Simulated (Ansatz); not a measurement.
Compare A (`CC1C=NCO1`) with its isomer B (`C/C=N/C(C)=O`).

Gas-phase electronic energies from Ansatz, PBE0-D4/def2-TZVP geometries. CBS: MP2 limit from def2 TZ/QZ plus the TZ coupled-cluster correction, frozen cores. Functionals use def2-TZVPP. B3LYP here is the variant with VWN-RPA as its local correlation; programs differ in this.

Question: Which isomer does CCSD(T)/CBS put lower? Give the gap. (Estimate.)

Answer: Computed: B, by 41.8 kJ/mol.

Question: Give E(B) − E(A) in kJ/mol with CCSD/def2-TZVPP, B3LYP-D4, B3LYP, ωB97M-V, CCSD(T)/def2-TZVPP, r2SCAN-D4, B2PLYP. (An estimate is asked.)

Answer: The calculation gave: CCSD/def2-TZVPP -40.8, B3LYP-D4 -59.7, B3LYP -64.5, ωB97M-V -45.7, CCSD(T)/def2-TZVPP -42.2, r2SCAN-D4 -53.9, B2PLYP -57.6. None reverses the order clearly.

Question: Does the order hold for the free energy at 298.15 K (harmonic terms from PBE0-D4)? (Estimate.)

Answer: Computed: Yes: G(B) − G(A) = -57.3 kJ/mol.

Largest T1 diagnostic: 0.015.

Leaving LDA and LC-ωPBE aside and taking each functional with its dispersion term where it has one, the values, not all of them listed here, spread over 35.3 kJ/mol, from BLYP-D4 to PBE-QIDH. LDA lies +26.9 kJ/mol from PBE without D4. From PBE to PBE0 (25 % exact exchange), in def2-TZVPP and without D4, E(B) − E(A) moves by +13.0 kJ/mol.
